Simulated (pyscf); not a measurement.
**Routes from O=SiH–O–SiH₃ (SMILES O=[SiH]O[SiH3]) + H₂ (SMILES [H][H])**

Candidate steps break at most two bonds and form at most two. Each was searched with GFN2-xTB (tblite) first. Optimised with ωB97X-D3(BJ)/def2-SVP in PySCF. Energies: ωB97M-D3(BJ)/def2-TZVP, kJ/mol, from the separated reactants, singlet surface; ΔG‡ with ideal gas, 1 atm, RRHO with modes under 100 cm⁻¹ raised to 100, one conformer, R ln 2 for chiral ones without a mode under 150 cm⁻¹.

```csv
products,type,ΔE‡,ΔE,ΔG‡ 298 K,ΔG‡ 900 K,ν‡ (cm⁻¹)
HO–SiH₂–O–SiH₃,multi-bond step,147.4,-187.5,190.9,274.4,1513i
HO–SiH: [singlet] + HO–SiH₃,concerted two-bond exchange,358.0,+117.2,390.5,468.1,1368i
```

Row 2: On the product side the descent ends in an adduct with a O–Si contact (not fully relaxed), 46.0 kJ/mol under the separated species and 285.9 kJ/mol under the saddle at ωB97X-D3(BJ)/def2-TZVP. 

Plain bond fissions and candidates not yet searched are not listed, and one of them may be faster. Each barrier is that of the saddle found; lower ones may exist. A restricted solution here is unstable towards spin polarisation, so biradical character is likely and single-reference numbers are less safe.
